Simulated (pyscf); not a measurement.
# Routes from Cl–GaH₂ + silanol (HO–SiH₃)

Candidate steps break at most two bonds and form at most two. Each was searched with GFN2-xTB (tblite) first. Structures and frequencies: ωB97X-D3(BJ)/def2-SVP in PySCF. Energies: ωB97M-D3(BJ)/def2-TZVP, kcal/mol, from the separated reactants, singlet surface; ΔG‡ with ideal gas, 1 atm, RRHO with modes under 100 cm⁻¹ raised to 100, one conformer, R ln 2 for chiral ones without a mode under 150 cm⁻¹.

| products | type | ΔE‡ | ΔE | ΔG‡ 298 K | ΔG‡ 900 K | ν‡ (cm⁻¹) |
|---|---|---|---|---|---|---|
| HO–GaH–Cl + SiH₄ | four-centre exchange | 8.2 | +4.3 | 21.6 | 45.9 | 252i |
| H₃Si–O–GaH–Cl + H₂ | four-centre exchange | 10.8 | -13.4 | 21.0 | 43.8 | 1385i |
| HO–SiH₂–GaH–Cl + H₂ | four-centre exchange | 41.3 | +3.1 | 52.0 | 73.3 | 276i |

Row 1: On the reactant side the descent ends in an adduct with a Ga–O contact, 18.7 kcal/mol under the separated species and 22.2 kcal/mol under the saddle at ωB97X-D3(BJ)/def2-TZVP. On the product side the descent ends in a complex, 5.7 kcal/mol under the separated species and 6.1 kcal/mol under the saddle at ωB97X-D3(BJ)/def2-TZVP. Row 2: On the reactant side the descent ends in an adduct with a Ga–O contact, 18.4 kcal/mol under the separated species and 26.2 kcal/mol under the saddle at ωB97X-D3(BJ)/def2-TZVP. Row 3: On the reactant side the descent ends in an adduct with a Ga–O contact (not fully relaxed), 18.2 kcal/mol under the separated species and 57.8 kcal/mol under the saddle at ωB97X-D3(BJ)/def2-TZVP. 

Plain bond fissions and candidates not yet searched are not listed, and one of them may be faster. Each barrier is that of the saddle found; lower ones may exist. Elements up to Kr have no core potential and no relativistic terms here.
